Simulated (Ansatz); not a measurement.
Scan of the Al2–H3 bond length

AlHF (SMILES [F][AlH]), doublet, at its PBE0-D4/def2-TZVP minimum:

```tsv
atom	x (Å)	y (Å)	z (Å)
F1	0.9071	0.8932	0.5856
Al2	-0.4325	0.3180	-0.1995
H3	-0.4854	-1.2761	-0.3993
```

The bond length Al2–H3 (1.607 Å at the minimum) is set to the values below, the two halves moving rigidly along the bond. Each method's energies count from its own value at the PBE0-D4 minimum structure. Computed with Ansatz 0.2.0 (basis: def2-TZVPP); correlated methods freeze the cores; orbitals are unrestricted. B3LYP uses VWN-RPA correlation.

```csv
bond length (Å),CCSD(T) (eV),wB97M-V (eV),r2SCAN-D4 (eV),PBE0-D4 (eV)
1.415,0.266,0.264,0.277,0.279
1.471,0.118,0.118,0.126,0.128
1.552,0.014,0.015,0.018,0.018
1.648,0.013,0.011,0.010,0.009
1.754,0.113,0.106,0.102,0.100
1.868,0.291,0.275,0.271,0.267
1.990,0.520,0.491,0.492,0.484
2.117,0.764,0.720,0.731,0.722
2.250,0.996,0.936,0.964,0.954
```

Minimum and curvature along this coordinate at CCSD(T): A fifth-order fit through the nearest points gives 1.599 Å, with a curvature of about 12 eV/Å².

Q: Treat the two halves as rigid bodies and work out the harmonic wavenumber of this stretch from that curvature (ν̃ = 521.5 √(k/μ) cm⁻¹ with k in eV/Å² and μ in u).

A: The halves weigh 45.98 and 1.01 u, so μ = 45.98 × 1.01/46.99 = 0.988 u and ν̃ = 521.5 √(12/0.988) ≈ 1800 cm⁻¹. A true normal mode mixes in other motions, so this is a guide only.

Largest difference from the CCSD(T) curve over the scan: PBE-D4 0.147; B3LYP-D4 0.095; HF 0.089; MP2 0.181 eV. Each curve counts from its own value at the minimum.

T1 diagnostic: at most 0.031. ⟨S²⟩ of the unrestricted Hartree–Fock references: 0.75 to 0.89 (a pure state has 0.75). The unrestricted reference is spin-contaminated, which hurts MP2 most.

For scale, one of the runs: CCSD(T)/def2-TZVPP, 87 basis functions (an equivalent command: `ansatz run in.yaml --threads 2`). Hardware: 2 CPU threads, shared host. Wall time about 5.5 s.
